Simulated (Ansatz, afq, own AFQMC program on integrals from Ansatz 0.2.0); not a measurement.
Integrals from Ansatz 0.2.0, then the random walk in our own AFQMC program (afq).

```yaml
crystal:
  periodic: [false, false, false]
  atoms:
    - {symbol: S, position_ang: [0.000000, 0.000000, 0.000000]}
    - {symbol: Be, position_ang: [0.000000, 0.000000, 1.842500]}
basis:
  gaussian: {orbitals: 6-31G}
total_charge: 1
magnetization: {spin_polarized: true, initial_magnetization: 1}
correlation: {method: ccsd_t, electrons: outside_noble_gas, hamiltonian_folder: ham}
```

```sh
$ ansatz run in.yaml --threads 1 --pin off --events-out ev --progress --plain --max-ram 1843MiB
```

Options of the walk:

```
--method free --trial cid --walkers 20 --time-step 0.05 --max-blocks 120 --target-error 0.00064 --factor-cut 1e-05 --seed 6293 --times 0.0,0.4,0.8,1.6,2.4 --taylor-order 8
```

Times are imaginary, in 1/Eh. The walk had a cap of 208 s.

afq prints:

```
orbitals 16  electrons 4 3  factors 90 of 265
reference energy -411.79272095 Eh
CCSD correlation -0.06102632 Eh in 13 cycles, weight of the determinant in the CISD state 0.9380
repeat  energy at the last time / Eh  error
    10  -411.856806  0.000937
    20  -411.856900  0.000769
    30  -411.857631  0.000602
time / (1/Eh)  energy / Eh  error  mean overlap
  0.00  -411.853938  0.000255  1.0505
  0.40  -411.855675  0.000269  1.0540
  0.80  -411.856462  0.000309  1.0580
  1.60  -411.857149  0.000416  1.0592
  2.40  -411.857590  0.000584  1.0509
energy -411.857590 +/- 0.000584 Eh
```

The run passed its tests (error under three times the target), which doesn't prove that it has relaxed.

Against this walk (error 15.9 meV) on the same determinant: CCSD(T) 33.3 meV higher, CCSDT(Q) 14.0 meV higher (within the noise), CCSDTQ 17.0 meV higher (within the noise), full CI 18.1 meV higher (within the noise). The error is statistical, and a free projection of finite length keeps a remainder of its start. The last points still move (meV from the last: 99 ± 7 at 0.00, 52 ± 7 at 0.40, 31 ± 8 at 0.80, 12 ± 11 at 1.60, 0 ± 16 at 2.40), but the last one has reached full CI within the noise or passed it, so little can be left to fall.

Cautions: remainder of the start not in the error; so few walkers bias the energy; the time-step error isn't removed.

The walk took 1.3 s on 1 thread of Intel(R) Xeon(R) 6975P-C (Granite Rapids), on a shared host. The log's last line is the free-projection energy.

CCSDT and higher add their correlation energy to the determinant of the CCSD(T) run, since their own runs factorise the integrals more tightly (a shift of under 2 meV). A walk keeps the symmetry of its determinant, which the program's search chose and which needn't be the lowest solution, so a lower state of the same spin and another symmetry isn't excluded.
